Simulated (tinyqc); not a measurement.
Ways to converge the cycle: SCF convergence aids in the sto-6g basis, for H2O+, spin multiplicity 2. Computed by the program tinyqc with PySCF. UHF with one setting changed at a time; a run stops when the energy changes by less than 1e-09 hartree and the error matrix is below 1e-5. The start is the core Hamiltonian. Damping d keeps d of the old density; a shift (hartree) raises the virtual levels; DIIS n extrapolates F over n matrices.

Geometry (angstrom):
```
atom,x,y,z
O,0.0000,0.0000,0.0000
H,0.0000,0.8960,0.6690
H,0.0000,-0.8960,0.6690
```

lowest solution found by these runs and by PySCF with stability checks = -75.367641 hartree

Largest element of the error matrix X^T (FDS - SDF) X:
```
iteration,plain,damping 0.3,damping 0.6,shift 0.4,DIIS 3,DIIS 8
1,2.5e-01,2.5e-01,2.5e-01,2.5e-01,2.5e-01,2.5e-01
2,2.4e-02,9.7e-02,1.8e-01,1.5e-01,2.4e-02,2.4e-02
3,9.2e-03,3.7e-02,1.2e-01,3.9e-02,9.4e-03,9.4e-03
4,4.0e-03,1.6e-02,7.5e-02,1.1e-02,3.7e-03,3.7e-03
5,2.8e-03,7.5e-03,4.8e-02,4.8e-03,2.3e-03,1.9e-03
6,2.0e-03,3.9e-03,3.0e-02,3.0e-03,9.3e-04,8.8e-04
8,1.0e-03,2.2e-03,1.3e-02,2.0e-03,6.3e-05,1.7e-05
10,5.4e-04,1.4e-03,6.4e-03,1.3e-03,6.4e-06,8.5e-07
14,1.7e-04,5.9e-04,2.4e-03,5.6e-04,-,-
20,3.0e-05,1.8e-04,1.0e-03,1.6e-04,-,-
30,-,2.6e-05,3.2e-04,2.2e-05,-,-
45,-,-,6.5e-05,-,-,-
60,-,-,1.3e-05,-,-,-
```

How each run ends:
```
run,iterations,E (hartree),state
plain,26,-75.367641,lowest found
damping 0.3,37,-75.367641,lowest found
damping 0.6,>60,-75.367641,"falls steadily but slowly, by a factor of about 0.90 a step"
shift 0.4,35,-75.367641,lowest found
DIIS 3,11,-75.367641,lowest found
DIIS 8,10,-75.367641,lowest found
```

What does the comparison show, and why?

5 of 6 runs reach the lowest solution found, in 10 to 37 iterations (fastest: DIIS 8). Not converged: damping 0.6. Plain steps already contract here, so damping only slows them. DIIS 3 and DIIS 8 gain by cancelling the error over several earlier matrices, much as a quasi-Newton step does.
